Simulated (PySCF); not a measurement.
C3H4O2.
Bonds: C1–O2, O2–C3, C3–C4 (double), C4–O5 (double). Hydrogens: H6, H7, H8 on C1; H9 on C3.

A GFN2-xTB structure was refined with PBE0-D3(BJ)/def2-SVP geometry optimisation, gas phase in PySCF. Its GFN2-xTB values:

```tsv
coordinate	GFN2-xTB
C1–O2	1.405 Å
C1–H6	1.088 Å
C1–H7	1.097 Å
O2–C3	1.382 Å
C3=C4	1.300 Å
C3–H9	1.079 Å
C4=O5	1.171 Å
C1–O2–C3	114.3°
O2–C3–C4	127.4°
C3–C4–O5	176.8°
```

Question: How do these coordinates change at the PBE0-D3(BJ)/def2-SVP level?

Answer: 
| coordinate | PBE0-D3(BJ)/def2-SVP (Å or °) | change |
| --- | --- | --- |
| C3=C4 | 1.326 | +0.026 |
| O2–C3 | 1.363 | -0.019 |
| C3–H9 | 1.091 | +0.012 |
| C1–H7 | 1.108 | +0.011 |
| C1–H6 | 1.097 | +0.009 |
| C1–O2 | 1.397 | -0.008 |
| C4=O5 | 1.169 | -0.002 |
| C1–O2–C3 | 115.1 | +0.8 |
| C3–C4–O5 | 177.4 | +0.6 |
| O2–C3–C4 | 126.9 | -0.5 |

The energy falls by 0.97 kcal/mol over 12 energy and gradient evaluations, the largest force component goes from 0.0350 to 2.3e-04 Eh/bohr, and the atoms move by 0.017 Å rms after alignment. The bond that changes most is C3=C4 (outer carbon of cumulated double bonds to central carbon of a ketene), which lengthens by 0.026 Å. Bonds longer at the end by more than 0.005 Å: 5 of 8; shorter: 2. Rotational constants go from 13426, 3469, 2805 to 13326, 3469, 2802 MHz.

The run used 90 basis functions and 94 SCF cycles in all. On one thread, Arm Neoverse V1 (shared host), this took 29 s of wall time.

Not checked by PBE0-D3(BJ)/def2-SVP frequencies. One conformer, not necessarily the lowest.

Conformer computed: `[CH3:1][O:2][CH:3]=[C:4]=[O:5]`: C1–O2–C3–C4 0°.
